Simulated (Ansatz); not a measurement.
A short molecular-dynamics run on `N=CS`.

```yaml
crystal:
  periodic: [false, false, false]
  atoms:
    - {symbol: N, position_ang: [-1.028467, -0.701427, -0.614409]}
    - {symbol: C, position_ang: [-0.090653, -0.008369, -0.138215]}
    - {symbol: S, position_ang: [0.666056, -0.483987, 1.371141]}
    - {symbol: H, position_ang: [-1.367203, -0.306045, -1.488434]}
    - {symbol: H, position_ang: [0.323579, 0.901480, -0.584241]}
    - {symbol: H, position_ang: [1.538689, 0.534247, 1.408058]}
basis:
  gaussian: {orbitals: def2-SVP}
hamiltonian: {xc: {name: BLYP}, dispersion: d3bjatm}
md: {timestep: 1 fs, n_steps: 20, ensemble: nvt_nose_hoover, temperature: 500, initial_velocities: maxwell_boltzmann, seed: 859}
```

```sh
$ ansatz run in.yaml --threads 4 --pin off --events-out ev --progress --plain --max-ram 10444MiB
```

| step | time (fs) | potential energy (eV) | kinetic (eV) | T (K) | conserved (eV) |
| --- | --- | --- | --- | --- | --- |
| 0 | 0.0 | -13404.3671 | 0.2585 | 500 | -13404.1086 |
| 1 | 1.0 | -13404.3388 | 0.2316 | 448 | -13404.1073 |
| 2 | 2.0 | -13404.3162 | 0.2087 | 404 | -13404.1075 |
| 3 | 3.0 | -13404.2972 | 0.1890 | 366 | -13404.1083 |
| 4 | 4.0 | -13404.2718 | 0.1639 | 317 | -13404.1079 |
| 5 | 5.0 | -13404.2459 | 0.1391 | 269 | -13404.1068 |
| 6 | 6.0 | -13404.2351 | 0.1287 | 249 | -13404.1065 |
| 7 | 7.0 | -13404.2432 | 0.1359 | 263 | -13404.1075 |
| 8 | 8.0 | -13404.2556 | 0.1470 | 284 | -13404.1088 |
| 9 | 9.0 | -13404.2521 | 0.1433 | 277 | -13404.1091 |
| 10 | 10.0 | -13404.2296 | 0.1223 | 236 | -13404.1077 |
| 11 | 11.0 | -13404.2078 | 0.1018 | 197 | -13404.1065 |
| 12 | 12.0 | -13404.2043 | 0.0980 | 190 | -13404.1069 |
| 13 | 13.0 | -13404.2137 | 0.1066 | 206 | -13404.1078 |
| 14 | 14.0 | -13404.2225 | 0.1153 | 223 | -13404.1080 |
| 15 | 15.0 | -13404.2279 | 0.1214 | 235 | -13404.1075 |
| 16 | 16.0 | -13404.2366 | 0.1305 | 252 | -13404.1073 |
| 17 | 17.0 | -13404.2519 | 0.1454 | 281 | -13404.1078 |
| 18 | 18.0 | -13404.2662 | 0.1590 | 308 | -13404.1087 |
| 19 | 19.0 | -13404.2664 | 0.1593 | 308 | -13404.1089 |
| 20 | 20.0 | -13404.2493 | 0.1432 | 277 | -13404.1082 |

Velocities are drawn at the set temperature; a run this short doesn't reach equilibrium.

Frames (Å, forces in eV/Å):

```xyz
6
time=0.0 fs
N    -1.028   -0.701   -0.614   -0.853   -0.995   -0.037
C    -0.091   -0.008   -0.138    0.352    0.350    0.081
S     0.666   -0.484    1.371    0.058   -0.589    0.716
H    -1.367   -0.306   -1.488   -0.230    0.239   -0.562
H     0.324    0.901   -0.584    0.294    0.572   -0.237
H     1.539    0.534    1.408    0.379    0.422    0.039
6
time=1.0 fs
N    -1.020   -0.701   -0.611   -1.286   -1.479    0.113
C    -0.098   -0.003   -0.139    1.017    0.563    0.367
S     0.664   -0.485    1.369    0.126   -0.519    0.798
H    -1.380   -0.334   -1.476   -0.346    0.423   -0.961
H     0.350    0.890   -0.581    0.206    0.678   -0.329
H     1.558    0.522    1.407    0.284    0.335    0.013
6
time=2.0 fs
N    -1.013   -0.701   -0.607   -1.803   -1.715   -0.135
C    -0.104    0.002   -0.139    1.685    0.932    0.487
S     0.662   -0.485    1.367    0.272   -0.363    0.875
H    -1.396   -0.358   -1.474   -0.278    0.411   -0.904
H     0.379    0.885   -0.581    0.014    0.568   -0.310
H     1.579    0.513    1.407    0.110    0.166   -0.014
6
time=3.0 fs
N    -1.007   -0.702   -0.603   -2.332   -1.706   -0.690
C    -0.109    0.008   -0.138    2.245    1.311    0.447
S     0.661   -0.486    1.366    0.451   -0.170    0.939
H    -1.415   -0.377   -1.479   -0.021    0.264   -0.447
H     0.408    0.885   -0.584   -0.248    0.329   -0.214
H     1.602    0.506    1.406   -0.096   -0.028   -0.036
6
time=4.0 fs
N    -1.002   -0.705   -0.600   -2.689   -1.514   -1.236
C    -0.113    0.015   -0.138    2.565    1.522    0.279
S     0.659   -0.487    1.365    0.614    0.011    0.977
H    -1.433   -0.395   -1.489    0.305    0.103    0.126
H     0.434    0.888   -0.589   -0.512    0.075   -0.095
H     1.624    0.498    1.406   -0.284   -0.197   -0.050
6
time=5.0 fs
N    -1.000   -0.709   -0.598   -2.719   -1.191   -1.510
C    -0.114    0.024   -0.137    2.562    1.444    0.026
S     0.657   -0.488    1.364    0.725    0.151    0.982
H    -1.449   -0.411   -1.498    0.567    0.011    0.556
H     0.456    0.892   -0.595   -0.718   -0.108    0.002
H     1.643    0.489    1.404   -0.417   -0.307   -0.056
6
time=6.0 fs
N    -0.999   -0.713   -0.596   -2.381   -0.774   -1.410
C    -0.113    0.033   -0.136    2.233    1.052   -0.264
S     0.656   -0.489    1.363    0.762    0.233    0.953
H    -1.460   -0.427   -1.502    0.689    0.012    0.718
H     0.470    0.895   -0.601   -0.829   -0.181    0.054
H     1.658    0.477    1.402   -0.474   -0.342   -0.052
6
time=7.0 fs
N    -1.000   -0.718   -0.596   -1.732   -0.315   -0.953
C    -0.111    0.044   -0.135    1.645    0.396   -0.536
S     0.655   -0.489    1.363    0.718    0.254    0.891
H    -1.464   -0.443   -1.498    0.647    0.099    0.586
H     0.477    0.897   -0.606   -0.831   -0.135    0.052
H     1.669    0.461    1.400   -0.447   -0.300   -0.040
6
time=8.0 fs
N    -1.002   -0.724   -0.596   -0.885    0.123   -0.224
C    -0.107    0.055   -0.135    0.902   -0.429   -0.738
S     0.654   -0.490    1.363    0.594    0.218    0.802
H    -1.462   -0.458   -1.489    0.453    0.255    0.188
H     0.476    0.897   -0.611   -0.728    0.021   -0.006
H     1.675    0.442    1.397   -0.337   -0.187   -0.020
6
time=9.0 fs
N    -1.005   -0.729   -0.597    0.012    0.496    0.616
C    -0.102    0.065   -0.135    0.118   -1.305   -0.844
S     0.654   -0.491    1.363    0.406    0.139    0.692
H    -1.455   -0.471   -1.479    0.169    0.442   -0.360
H     0.468    0.897   -0.616   -0.546    0.250   -0.106
H     1.678    0.422    1.394   -0.159   -0.021    0.002
6
time=10.0 fs
N    -1.008   -0.734   -0.597    0.769    0.809    1.304
C    -0.097    0.074   -0.136   -0.591   -2.100   -0.864
S     0.653   -0.491    1.364    0.186    0.041    0.572
H    -1.447   -0.480   -1.471   -0.080    0.595   -0.824
H     0.454    0.900   -0.622   -0.338    0.487   -0.212
H     1.679    0.401    1.391    0.054    0.167    0.024
6
time=11.0 fs
N    -1.010   -0.738   -0.596    1.219    1.105    1.554
C    -0.093    0.082   -0.138   -1.121   -2.674   -0.849
S     0.653   -0.492    1.364   -0.016   -0.039    0.454
H    -1.439   -0.482   -1.472   -0.160    0.638   -0.934
H     0.438    0.907   -0.630   -0.175    0.634   -0.266
H     1.681    0.383    1.388    0.253    0.336    0.041
6
time=12.0 fs
N    -1.011   -0.741   -0.594    1.324    1.400    1.278
C    -0.090    0.088   -0.140   -1.410   -2.928   -0.855
S     0.652   -0.492    1.365   -0.144   -0.060    0.346
H    -1.433   -0.479   -1.481   -0.040    0.542   -0.603
H     0.419    0.920   -0.641   -0.109    0.606   -0.218
H     1.686    0.367    1.386    0.379    0.439    0.052
6
time=13.0 fs
N    -1.011   -0.744   -0.591    1.196    1.659    0.669
C    -0.087    0.091   -0.143   -1.466   -2.854   -0.899
S     0.652   -0.493    1.366   -0.156    0.005    0.253
H    -1.428   -0.471   -1.497    0.176    0.354   -0.017
H     0.400    0.939   -0.653   -0.140    0.390   -0.060
H     1.694    0.355    1.384    0.391    0.445    0.055
6
time=14.0 fs
N    -1.011   -0.745   -0.588    0.984    1.822    0.009
C    -0.086    0.092   -0.147   -1.352   -2.537   -0.941
S     0.651   -0.494    1.367   -0.049    0.152    0.174
H    -1.421   -0.459   -1.512    0.351    0.150    0.546
H     0.379    0.962   -0.667   -0.217    0.055    0.161
H     1.706    0.348    1.383    0.282    0.358    0.051
6
time=15.0 fs
N    -1.010   -0.746   -0.584    0.775    1.844   -0.512
C    -0.086    0.091   -0.152   -1.140   -2.096   -0.918
S     0.651   -0.494    1.368    0.143    0.351    0.106
H    -1.410   -0.445   -1.522    0.412   -0.015    0.904
H     0.356    0.986   -0.678   -0.278   -0.293    0.377
H     1.721    0.344    1.382    0.089    0.208    0.043
6
time=16.0 fs
N    -1.008   -0.744   -0.581    0.593    1.705   -0.818
C    -0.087    0.088   -0.157   -0.875   -1.631   -0.776
S     0.650   -0.495    1.369    0.362    0.557    0.046
H    -1.396   -0.432   -1.524    0.338   -0.109    0.983
H     0.331    1.006   -0.686   -0.284   -0.564    0.532
H     1.736    0.342    1.381   -0.133    0.043    0.033
6
time=17.0 fs
N    -1.006   -0.742   -0.579    0.434    1.395   -0.889
C    -0.089    0.084   -0.163   -0.573   -1.200   -0.491
S     0.650   -0.495    1.370    0.556    0.728   -0.008
H    -1.378   -0.420   -1.516    0.137   -0.120    0.769
H     0.302    1.022   -0.689   -0.225   -0.705    0.596
H     1.750    0.341    1.381   -0.329   -0.098    0.023
6
time=18.0 fs
N    -1.004   -0.739   -0.577    0.279    0.914   -0.747
C    -0.091    0.079   -0.169   -0.236   -0.830   -0.067
S     0.650   -0.495    1.371    0.687    0.838   -0.055
H    -1.359   -0.409   -1.501   -0.163   -0.042    0.292
H     0.272    1.030   -0.687   -0.104   -0.692    0.563
H     1.761    0.338    1.381   -0.462   -0.189    0.013
6
time=19.0 fs
N    -1.002   -0.735   -0.576    0.085    0.300   -0.494
C    -0.093    0.073   -0.176    0.131   -0.534    0.469
S     0.650   -0.495    1.372    0.737    0.872   -0.092
H    -1.341   -0.398   -1.483   -0.506    0.098   -0.327
H     0.241    1.032   -0.679    0.064   -0.521    0.442
H     1.768    0.334    1.381   -0.511   -0.215    0.002
6
time=20.0 fs
N    -0.999   -0.731   -0.575   -0.219   -0.351   -0.353
C    -0.095    0.067   -0.182    0.519   -0.302    1.060
S     0.650   -0.494    1.373    0.698    0.826   -0.115
H    -1.328   -0.387   -1.468   -0.788    0.221   -0.838
H     0.210    1.029   -0.666    0.259   -0.219    0.256
H     1.770    0.328    1.382   -0.469   -0.175   -0.009
```

It took 14 s on 4 threads of an Arm Neoverse N1 on a shared host, with 0.11 GiB of host memory at the peak.
